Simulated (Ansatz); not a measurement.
AlH5S⁻, that is Al(H2S)H3 with one electron more: single points at one geometry.

```yaml
crystal:
  periodic: [false, false, false]
  atoms:
    - {symbol: Al, position_ang: [0.122220, -0.209670, -1.062943]}
    - {symbol: S, position_ang: [0.145958, -0.242913, 1.467945]}
    - {symbol: H, position_ang: [0.519841, 1.033739, 1.658085]}
    - {symbol: H, position_ang: [-1.152268, 0.046615, 1.658857]}
    - {symbol: H, position_ang: [1.709813, -0.197958, -1.229604]}
    - {symbol: H, position_ang: [-0.677453, 1.157687, -1.269646]}
    - {symbol: H, position_ang: [-0.668111, -1.587499, -1.222685]}
basis:
  gaussian: {orbitals: def2-TZVPD, initial_orbitals: start.molden}
total_charge: -1
magnetization: {spin_polarized: true, initial_magnetization: 1}
correlation: {method: ccsd_t}
scf: {omitted_lower_state_checks: [starts, cluster_reference]}
output: {orbitals: {seedname: orbitals}}
```

The file start.molden holds the orbitals of an earlier run on this structure, at another level or in another basis.

```sh
$ ansatz run in.yaml --threads 2 --pin off --events-out ev --progress --plain --max-ram 31744MiB --backend cpu
```

It prints (some lines left out):

```
Functional definition: HF
934 factors; integrals over basis functions are off by at most 1.1e-3 eV
mean field evaluation 1: about -17478.1097 eV, gradient 1.9e1 eV
mean field evaluation 2: about -17478.6217 eV, gradient 7.7e-1 eV
mean field evaluation 4: about -17478.7084 eV, gradient 1.7e-1 eV
mean field evaluation 8: about -17478.7102 eV, gradient 2.0e-5 eV
a density is far from that of the atoms, so the factors are made again for it
953 factors; integrals over basis functions are off by at most 1.1e-3 eV
mean field evaluation 16: about -17478.6673 eV, gradient 8.4e-1 eV
mean field -17478.71016139 eV, -642.3307509360 hartree, gradient 4.0e-6 eV, S^2 0.750786; 1 other end points of the search recorded, 0 dependent functions left out
10 core orbitals not correlated: weight in the atoms' cores, before any rotation towards them, 1.000 or more for the frozen orbitals, at most 0.000 for the correlated occupied ones
reference -17478.71016139 eV, -642.3307509360 hartree; 8, 7 occupied and 116, 117 virtual orbitals, 953 factors
second order -7.86786533 eV of doubles, -0.00000000 eV of singles
cycle   1  -8.80128052 eV  change   -9.3e-1 eV  update   9.6e-2
cycle   2  -9.20854369 eV  change   -4.1e-1 eV  update   4.4e-2
cycle   3  -9.25176114 eV  change   -4.3e-2 eV  update   2.9e-2
cycle   4  -9.22864766 eV  change    2.3e-2 eV  update   1.9e-2
cycle   5  -9.22787962 eV  change    7.7e-4 eV  update   6.5e-3
cycle   6  -9.22989295 eV  change   -2.0e-3 eV  update   2.1e-3
cycle   7  -9.23049624 eV  change   -6.0e-4 eV  update   8.2e-4
cycle   8  -9.23075376 eV  change   -2.6e-4 eV  update   3.4e-4
cycle   9  -9.23071260 eV  change    4.1e-5 eV  update   1.7e-4
cycle  10  -9.23069161 eV  change    2.1e-5 eV  update   9.2e-5
cycle  11  -9.23071741 eV  change   -2.6e-5 eV  update   4.9e-5
cycle  12  -9.23070974 eV  change    7.7e-6 eV  update   2.8e-5
cycle  13  -9.23071454 eV  change   -4.8e-6 eV  update   1.4e-5
perturbative correction -0.33586903 eV, -0.0123429592 hartree
Total energy: -17488.27674496 eV, -642.6823163976 hartree
Checks for a lower state left out: starts, cluster_reference
```

Hardware: 2 threads of AMD EPYC 7R13 on a shared host. Wall time 19 s, peak host memory 1.5 GiB.

The first input with `hamiltonian: {xc: r2scan, dispersion: d4}`, `scf: {omitted_lower_state_checks: [starts]}` and without the key `correlation` (abridged; 4.3 s):

```
Functional definition: r2SCAN
mean field -17511.98403445 eV, -643.5535432168 hartree, gradient 7.5e-6 eV, S^2 0.751571
Total energy: -17512.01856137 eV, -643.5548120578 hartree
Checks for a lower state left out: starts
```

As the first input, with `hamiltonian: {xc: pbe, dispersion: d4}`, `scf: {omitted_lower_state_checks: [starts]}` and without the key `correlation` (abridged; 2.3 s):

```
Functional definition: PBE
mean field -17504.91330751 eV, -643.2936987948 hartree, gradient 1.2e-5 eV, S^2 0.750565
Total energy: -17505.05802647 eV, -643.2990171184 hartree
Checks for a lower state left out: starts
```

As the first input, with `gaussian: {orbitals: def2-TZVPD}`, `hamiltonian: {xc: pbe0, dispersion: d4}` and without the key `correlation`, `scf` (abridged; 5.5 s):

```
Functional definition: PBE0
mean field evaluation 16: about -17506.5088 eV, gradient 9.9e-4 eV
mean field evaluation 32: about -17506.0623 eV, gradient 2.3e0 eV
mean field -17506.50884261 eV, -643.3523336279 hartree, gradient 3.2e-5 eV, S^2 0.750551; 9 other end points of the search recorded, 0 dependent functions left out
Total energy: -17506.63107612 eV, -643.3568256265 hartree
```

Geometry: PBE0-D4/def2-TZVP, that of the neutral singlet.

Correlated methods freeze 10 core orbitals. At CCSD(T)/def2-TZVPD, r2SCAN-D4/def2-TZVPD, PBE-D4/def2-TZVPD, PBE0-D4/def2-TZVPD the highest occupied level of the charge -1 doublet lies above zero (up to 1.83 eV). By energy differences it is unbound by 0.32 eV (vertical, against the charge 0 singlet, at r2SCAN-D4/def2-TZVPD) and held by the finite basis.
